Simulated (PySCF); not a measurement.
Structure with atom numbers: `[OH:1][SiH2:2][OH:3]`; H(Xn) means a hydrogen on atom n.

One averaged value for each set of equivalent atoms, no solvent, non-relativistic, single conformer. Structure optimised with PBE0-D3(BJ)/def2-SVP; GIAO CAM-B3LYP/pcSseg-2 shieldings; PySCF 2.14.0 with density-fitted response routines.

Shifts are taken against calculated references (same method and geometry level): TMS for 1H (σ = 31.34 ppm), 29Si (σ = 328.96 ppm); H2O for 17O (σ = 329.76 ppm).

| atoms | nucleus | count | δ (ppm) |
| --- | --- | --- | --- |
| Si2 | 29Si | 1 | -30.5 |
| H(O1)/H(O3) | 1H | 2 | 1.91 |
| H(Si2) | 1H | 2 | ? |
| O1/O3 | 17O | 2 | ? |

Q: Complete the table.

A: 
- H(Si2): 4.82 ppm, hydrogen on a silicon bonded to 2 O
- O1/O3: 68.3 ppm, oxygen bonded to Si, H

Exchangeable OH/NH protons stand at their gas-phase positions; hydrogen bonding in a real sample shifts them, mostly to higher δ. Experimental scales use liquid or dissolved standards, which lie at an offset from isolated H2O (liquid H2O: subtract about 36 ppm).
